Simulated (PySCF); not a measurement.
# NaB+: from the state search to spectroscopic constants

One job finds the state of NaB+, follows it along the bond with each method and fits the curves.

Method: Na aug-pcseg-1, B aug-pcseg-1, no relativity; program: PySCF 2.14.0.

**1. Set-up**

The job is set up so:

```
atoms                         : Na, B
charge                        : 1
basis                         : Na aug-pcseg-1, B aug-pcseg-1
Hamiltonian                   : no relativity
basis functions               : 37
electrons treated             : 15
masses in u                   : 22.9898, 11.0093
levels                        : PBE0, PBE, r²SCAN, PBEsol, B3LYP, r²SCAN0, HF, MP2, SCS-MP2, CCSD, CCSD(T)
grid                          : 80 radial by 434 angular points
occupations                   : held fixed by the projection of orbital angular momentum
dissociation limit            : Na+ + B, each in its ground configuration
starting distance in angstrom : 2.490
values of 2S to try           : 1, 3
```

Run with:

```sh
$ OMP_NUM_THREADS=1 python dia.py task.json out
```

Further steps of the session: The PBE0 curve of the state that the search chose; Other states along the same grid; PBE; r²SCAN (meta-GGA); PBEsol; B3LYP; r²SCAN0 (hybrid meta-GGA); UHF (mean field); MP2 and coupled cluster.

Q: Predict the outcome of this session. Wanted: for each run, Re; ωe; De; μ.

As calculated:

Lowest PBE0 solution found, without spin–orbit coupling: ²Σ⁺ (doublet), unpaired electrons σ ↑. State 2 has its PBE0 minimum 0.53 eV higher. State 3 has its PBE0 minimum 3.53 eV higher. The other levels ran on the lowest alone.

| level | Re (Å) | ωe (cm⁻¹) | De (eV) | μ (D) |
| --- | --- | --- | --- | --- |
| UHF | 2.939 | 189.2 | 0.51 | -2.76 |
| UHF-MP2 | 2.973 | 179.4 | 0.495 | n/a |
| UHF-SCS-MP2 | 2.978 | 178.2 | 0.490 | n/a |
| UHF-CCSD | 3.005 | 172.2 | 0.480 | n/a |
| UHF-CCSD(T) | 3.007 | 171.7 | 0.479 | n/a |
| PBE | 2.917 | 182.4 | 0.61 | -2.24 |
| PBEsol | 2.916 | 181.3 | 0.61 | -2.24 |
| r²SCAN | 2.918 | 184.6 | 0.55 | -2.54 |
| B3LYP | 2.889 | 189.9 | 0.58 | -2.39 |
| PBE0 | 2.895 | 190.4 | 0.58 | -2.44 |
| r²SCAN0 | 2.897 | 190.6 | 0.54 | -2.58 |

De is counted to Na+ + B in their ground configurations. A positive dipole points from Na to B; in an ion it is taken about the centre of mass and does not tell which atom is negative.

What this shows: The methods spread over 0.118 Å in bond length, from B3LYP to UHF-CCSD(T). CCSD(T) can't serve as the judge here: for a weak bond in this basis it is far from its limit. Among the levels with a De in the table, it runs from 0.479 eV (UHF-CCSD(T)) to 0.61 eV (PBEsol).

Correlated steps freeze 2 core orbitals.
